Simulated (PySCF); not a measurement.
# CH3ClO2S: the cost of one run

Computed with PySCF 2.14.0, with density-fitted response routines of our own, on a single molecule in the gas phase. Atoms count from 0, in the outputs and in this text.

## 1. The starting structure

8 atoms, charge 0, multiplicity 1; geometry from: GFN2-xTB.

Bonds of the start (Å): C0–S1 1.80, S1–O2 1.42, S1–O3 1.42, S1–Cl4 2.05, C0–H5 1.08, C0–H6 1.08, C0–H7 1.08.

## 2. Relaxing the molecule at PBE0-D3(BJ)/def2-SVP

Job settings and geometry (Å):

```
{"job": {"xc": "PBE0", "basis": "def2-SVP", "d3": "d3bj", "grid": 1, "kind": "geom"}, "charge": 0, "multiplicity": 1}
C     -0.947637     0.049422    -0.094940
S      0.817076    -0.262376     0.046366
O      1.346462    -0.696960    -1.202853
O      1.094768    -1.016784     1.222667
Cl     1.505117     1.637048     0.368304
H     -1.281420     0.481586     0.838412
H     -1.098441     0.722616    -0.927922
H     -1.426866    -0.905140    -0.274597
```

Launch:

```bash
$ OMP_NUM_THREADS=1 python probes_run.py task.json out
```

One launch serves the whole session: the jobs run in the order shown.

**Question.** How long does this first job take on 1 thread of Arm Neoverse V1, shared host, and how much memory does it need?

About 17 s, with a peak of 0.39 GiB.
